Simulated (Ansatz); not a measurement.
# B3LYP/aug-cc-pVDZ run of BNH3Cl (SMILES NBCl)

Aim: the vertical electron affinity of BNH3Cl at B3LYP/aug-cc-pVDZ, from 2 runs. 

The results are computed with Ansatz 0.2.0.

61 further runs of the same task are left out: 61 set aside as unsound or not needed.

## Step 1: The molecule

BNH3Cl: 6 atoms, total charge 0, spin state singlet. As SMILES, `NBCl`. The coordinates come from a PBE0-D4/def2-TZVP relaxation.

Bond lengths: N1–B2 1.383 Å, B2–Cl3 1.768 Å, N1–H4 1.005 Å, N1–H5 1.006 Å, B2–H6 1.191 Å. Angles: N1–B2–Cl3 119.7°, N1–B2–H6 121.5°, Cl3–B2–H6 118.8°, B2–N1–H4 122.2°, B2–N1–H5 123.2°, H4–N1–H5 114.7°.

## Step 2: The energy at B3LYP/aug-cc-pVDZ

job.yaml reads:

```yaml
crystal:
  periodic: [false, false, false]
  atoms:
    - {symbol: N, position_ang: [-0.395600, -0.007800, -0.658000]}
    - {symbol: B, position_ang: [0.369600, -0.158900, 0.483700]}
    - {symbol: Cl, position_ang: [0.529900, 1.189300, 1.616000]}
    - {symbol: H, position_ang: [-0.511800, -0.749300, -1.326600]}
    - {symbol: H, position_ang: [-0.878600, 0.844500, -0.888200]}
    - {symbol: H, position_ang: [0.928800, -1.181900, 0.727100]}
basis:
  gaussian: {orbitals: aug-cc-pVDZ}
hamiltonian: {xc: {name: B3LYP}}
accuracy: high
output: {orbitals: {seedname: orbitals}}
```

The run is started by

```bash
$ ansatz run job.yaml --threads 1 --pin off --max-ram 3480MiB --events-out events.jsonl --progress --plain --runs-dir runs
```

The log of the run:

```text
Warning: RAYON_NUM_THREADS=1 ignored (pool sized by the plan → 1); use --threads N
Functional definition: B3LYP
  name "B3LYP"
  parameter a0 = 0.2
  parameter ax = 0.72
  parameter ac = 0.81
  exchange = (1 - a0 - ax)*slater_x + ax*b88_x + a0*exact_x
  correlation = (1 - ac)*vwn_rpa_c + ac*lyp_c
1994 factors; integrals over basis functions are off by at most 3.2e-9 eV
mean field evaluation 1: about -14733.4337 eV, gradient 6.2e1 eV
mean field evaluation 2: about -14720.2577 eV, gradient 9.2e1 eV
mean field evaluation 4: about -14741.2277 eV, gradient 4.2e0 eV
mean field evaluation 8: about -14741.2782 eV, gradient 3.3e-2 eV
mean field evaluation 16: about -14741.2782 eV, gradient 4.5e-7 eV
mean field -14741.27815880 eV, -541.7319803386 hartree, gradient 2.3e-8 eV, S^2 0.000000; 0 other end points of the search recorded, 0 dependent functions left out
reference -14741.27820189 eV, -541.7319819221 hartree; 16, 16 occupied and 84, 84 virtual orbitals, 1994 factors
Total energy: -14741.27820189 eV, -541.7319819221 hartree
```

Run time: 9 s. Hardware: 1 thread of Arm Neoverse V1, shared host; peak memory 0.29 GiB.

## Step 3: The doublet anion at the same level

run.yaml reads:

```yaml
basis:
  gaussian:
    orbitals: aug-cc-pVDZ
crystal:
  periodic: [false, false, false]
  atoms:
    - symbol: "N"
      position_ang: [-0.395600, -0.007800, -0.658000]
    - symbol: B
      position_ang: [0.369600, -0.158900, 0.483700]
    - symbol: Cl
      position_ang: [0.529900, 1.189300, 1.616000]
    - symbol: H
      position_ang: [-0.511800, -0.749300, -1.326600]
    - symbol: H
      position_ang: [-0.878600, 0.844500, -0.888200]
    - symbol: H
      position_ang: [0.928800, -1.181900, 0.727100]
hamiltonian:
  xc: {name: B3LYP}
accuracy: high
magnetization:
  spin_polarized: true
  initial_magnetization: 1
output: {orbitals: {seedname: orbitals}}
total_charge: -1
```

The run is started by

```bash
$ ansatz run run.yaml --threads 1 --pin off --max-ram 3480MiB --events-out events.jsonl --progress --plain --runs-dir runs
```

The log of the run (excerpt; [...] marks lines left out):

```text
Warning: RAYON_NUM_THREADS=1 ignored (pool sized by the plan → 1); use --threads N
[... 7 set-up lines as earlier in the session ...]
1994 factors; integrals over basis functions are off by at most 3.2e-9 eV
mean field evaluation 1: about -14737.1069 eV, gradient 2.8e1 eV
mean field evaluation 2: about -14728.9156 eV, gradient 4.9e1 eV
mean field evaluation 4: about -14740.6801 eV, gradient 2.5e0 eV
mean field evaluation 8: about -14740.8136 eV, gradient 1.7e-1 eV
mean field evaluation 16: about -14740.8144 eV, gradient 2.4e-3 eV
mean field evaluation 32: about -14740.8144 eV, gradient 2.0e-6 eV
mean field evaluation 64: about -14740.1722 eV, gradient 2.6e-1 eV
mean field -14740.81442133 eV, -541.7149383010 hartree, gradient 4.7e-8 eV, S^2 0.750055; 10 other end points of the search recorded, 0 dependent functions left out
reference -14740.81445467 eV, -541.7149395262 hartree; 17, 16 occupied and 83, 84 virtual orbitals, 1994 factors
Total energy: -14740.81445467 eV, -541.7149395262 hartree
```

Wall time 39 s (1 thread of Arm Neoverse V1, shared host); peak memory 0.53 GiB.

## Step 4: Outcome

At B3LYP/aug-cc-pVDZ:

```
                                         quantity          value
                     singlet BNH3Cl: total energy  -541.73198 Eh
                      singlet BNH3Cl: HOMO energy       -8.20 eV
                      singlet BNH3Cl: LUMO energy       -0.47 eV
                    singlet BNH3Cl: HOMO–LUMO gap        7.73 eV
                      doublet anion: total energy  -541.71494 Eh
doublet anion: HOMO energy (highest over α and β)        1.61 eV
 doublet anion: LUMO energy (lowest over α and β)        2.55 eV
                              doublet anion: ⟨S²⟩          0.750
vertical electron affinity (to the doublet anion)      -0.464 eV
```

**Reading.** The anion lies 0.46 eV (44.7 kJ/mol) above the neutral: the electron isn't bound at this level, and such a value depends on the basis. The HOMO (doublet anion) lies at positive energy, 1.61 eV; only total energies tell whether the electron is bound.
